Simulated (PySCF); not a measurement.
Structure problem from calculated spectra and properties.

Formula: C4H6OS.

- Valence photoelectron: vertical ionisation energy: 9.05 eV [ΔSCF CAM-B3LYP/def2-SVPD]
- 13C NMR: chemical shifts (computed TMS as zero) by class: 216.9 (1 C), 41.7 (1 C), 40.4 (1 C), 31.2 (1 C) ppm [GIAO PBE0/pcSseg-1]
- UV, first state: lowest singlet excitation: 4.36 eV (284 nm, f = 0.000) [TDDFT CAM-B3LYP/def2-SVPD]
- Rotational structure: rotational constants A, B, C: 5.683, 2.479, 1.824 GHz [PBE0-D3(BJ)/def2-SVP]
- 1H NMR: chemical shifts (computed TMS as zero) by class: 3.00 (2 H), 2.72 (2 H), 2.22 (2 H) ppm [GIAO PBE0/pcSseg-1]
- Polarisability: 67.2 au [CAM-B3LYP/def2-SVPD]

Gas-phase values; electronic properties from PySCF, density fitting. Levels stand in brackets. Geometry: PBE0-D3(BJ)/def2-SVP, one conformer, isolated molecule. Each NMR value is the plain mean over a class of atoms that symmetry, rotation or inversion makes alike.

Question: Propose a structure and show how it fits.

Answer: Numbering: `[O:1]=[C:2]1[CH2:3][CH2:4][S:5][CH2:6]1`. Its formula, C4H6OS, gives 2 degrees of unsaturation: 1 ring and 1 π bond in the structure found. 4 carbons fall into 4 classes; from least to most shielded: ketone carbonyl carbon [C2] (216.9 ppm), sp3 carbon next to a carbonyl [C3] (41.7 ppm), ring sp3 carbon bound to sulfur [C6] (40.4 ppm), ring sp3 carbon bound to sulfur [C4] (31.2 ppm). Hydrogen classes from least to most shielded: 2 H on an sp3 carbon bound to sulfur, C6 (3.00 ppm), 2 H on an sp3 carbon bound to sulfur, C4 (2.72 ppm), 2 H on an sp3 carbon next to a carbonyl, C3 (2.22 ppm). The first electron is taken from the HOMO, whose largest Löwdin shares are 0.68 on the sulfide sulfur, 0.10 on an sp3 carbon bound to sulfur and 0.09 on an sp3 carbon bound to sulfur. The optimised geometry has point group C1 and is an asymmetric top. Structure: `C1SCCC1=O` (tetrahydrothiophen-3-one). Computed isomers that give other values at the same levels: `O=[S@]1C=CCC1` (13C chemical shifts (computed TMS as zero) by class: 149.3 (1 C), 141.5 (1 C), 61.5 (1 C), 33.9 (1 C) ppm). The assignments are read from this structure; whether some other isomer fits the data as well wasn't checked.
